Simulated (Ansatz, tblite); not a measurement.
# The cluster Pt3W: one state, many levels

Aim: run the singlet of the cluster Pt3W at one geometry on many levels, and compare frontier levels, spin and run time.

Program: Ansatz 0.2.0, Gaussian basis. Level of theory: as each input shows. These are calculated values, not measurements.

Levels to be run: GFN1-xTB, GFN2-xTB, PBE-D4/def2-TZVP, r2SCAN-D4/def2-TZVP, PBE-QIDH/def2-TZVP, B97M-V/def2-TZVP, B2PLYP/def2-TZVP, BHLYP-D4/def2-TZVP, ωB97M-V/def2-TZVP, PBE-D4/def2-SVP, PBE0-D4/def2-SVP, PBE0-D4/def2-TZVPD, PBE-D4/def2-TZVPD, r2SCAN-D4/def2-TZVPD, CCSD(T)/def2-SVP, MP2/def2-TZVP, RPA/def2-TZVP.

2 further runs of the same task are left out: 1 that didn't finish, 1 set aside as unsound or not needed.

## 1. The geometry

The geometry is that of the singlet, from an earlier relaxation (PBE-D4/def2-SVP). At that level it is the lowest of the isomers that a small search found.

4 atoms, charge 0, spin multiplicity 1.

Bond lengths: W1–Pt2 2.266 Å, W1–Pt3 2.266 Å, W1–Pt4 2.266 Å. Angles: Pt2–W1–Pt3 115.1°, Pt2–W1–Pt4 115.1°, Pt3–W1–Pt4 115.1°.

Pt, W take a core potential in the def2 sets. No spin-orbit coupling is included.

PBE0-D4/def2-TZVP was run before; its log isn't repeated, and its numbers join the tables.

## 2. GFN1-xTB

Tight binding, by tblite at 300 K electronic temperature and without a spin-polarisation term:

```python
tblite.interface.Calculator('GFN1-xTB', numbers, positions, charge=0, uhf=0).singlepoint()
```

Energy -423.5835 eV, HOMO -11.54 eV, LUMO -9.42 eV; 0.007 s.

## 3. GFN2-xTB

Tight binding, by tblite at 300 K electronic temperature and without a spin-polarisation term:

```python
tblite.interface.Calculator('GFN2-xTB', numbers, positions, charge=0, uhf=0).singlepoint()
```

Energy -443.6582 eV, HOMO -8.74 eV, LUMO -8.10 eV; 0.015 s.

## 4. PBE-D4/def2-TZVP

start.molden holds the orbitals of an earlier run on this state, given as this run's starting guess.

File in.yaml:

```yaml
crystal:
  periodic: [false, false, false]
  atoms:
    - {symbol: W, position_ang: [-0.283037, 0.249331, 0.060941]}
    - {symbol: Pt, position_ang: [0.240278, -0.448596, 2.152114]}
    - {symbol: Pt, position_ang: [1.299573, 1.513478, -0.954528]}
    - {symbol: Pt, position_ang: [-1.256814, -1.314213, -1.258527]}
basis:
  gaussian: {orbitals: def2-TZVP, initial_orbitals: start.molden}
hamiltonian: {xc: pbe, dispersion: d4}
scf: {omitted_lower_state_checks: [starts]}
output: {orbitals: {seedname: orbitals}}
```

The run is started by

```sh
$ ansatz run in.yaml --threads 4 --pin off --events-out ev --progress --plain --max-ram 3916MiB
```

Further steps of the session: r2SCAN-D4/def2-TZVP; PBE-QIDH/def2-TZVP; B97M-V/def2-TZVP; B2PLYP/def2-TZVP; BHLYP-D4/def2-TZVP; ωB97M-V/def2-TZVP; PBE-D4/def2-SVP; PBE0-D4/def2-SVP; PBE0-D4/def2-TZVPD; PBE-D4/def2-TZVPD; r2SCAN-D4/def2-TZVPD; CCSD(T)/def2-SVP; MP2/def2-TZVP; RPA/def2-TZVP.

**Question.** What will the summary of the whole plan be? Wanted: gap in def2-TZVP, named functionals, smallest and largest; correlation energy, CCSD(T)/def2-SVP; correlation energy, MP2/def2-TZVP; binding an atom, functionals in def2-TZVP; PBE0 total energy, smallest basis above largest.

**Answer**, as computed:

```
                                                 quantity                                value
gap in def2-TZVP, named functionals, smallest and largest  0.63 eV (B97M-V), 5.85 eV (ωB97M-V)
                     correlation energy, CCSD(T)/def2-SVP                            -42.21 eV
                        correlation energy, MP2/def2-TZVP                            -54.36 eV
                binding an atom, functionals in def2-TZVP  2.17 (BHLYP-D4) to 3.58 eV (B2PLYP)
          PBE0 total energy, smallest basis above largest       1.09 eV (def2-SVP, def2-TZVPD)
```

**Reading.** Orbital gaps of the named functionals in def2-TZVP span 0.63 eV (B97M-V) to 5.85 eV (ωB97M-V); exact exchange widens it. Notes on CCSD(T)/def2-SVP and its Hartree-Fock reference, which MP2 shares: large T1 diagnostic, restricted state is unstable towards broken spin symmetry.
